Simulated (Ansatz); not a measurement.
Basis-set extrapolation for CH6AlB (`B[CH2][AlH2]`) (PBE0-D4/def2-TZVP geometry, frozen core, Ansatz 0.2.0). Multiplicity 1, RHF reference.

```csv
,def2-TZVPP,def2-QZVPP
HF,-307.970066,-307.980623
MP2 correlation,-0.365952,-0.389243
CCSD(T) correlation,-0.422916,not run
```

Energies in hartree. Use E(X) = E(∞) + A·exp(−7.88·√X) for Hartree–Fock and E(X) = E(∞) + B·X^(−2.97) for correlation, with X = 3 and 4, and add CCSD(T) minus MP2 of the smaller set to the MP2 limit.

What is the CCSD(T) energy at the basis-set limit?

HF limit: -307.980623 + (-0.010557) × 0.13774 = -307.98208. MP2 limit: -0.389243 + (-0.023291) × 0.74074 = -0.40650. Higher-order term: -0.422916 − (-0.365952) = -0.05696. Total: -308.44554 hartree, 138.0 kJ/mol below CCSD(T)/def2-TZVPP.
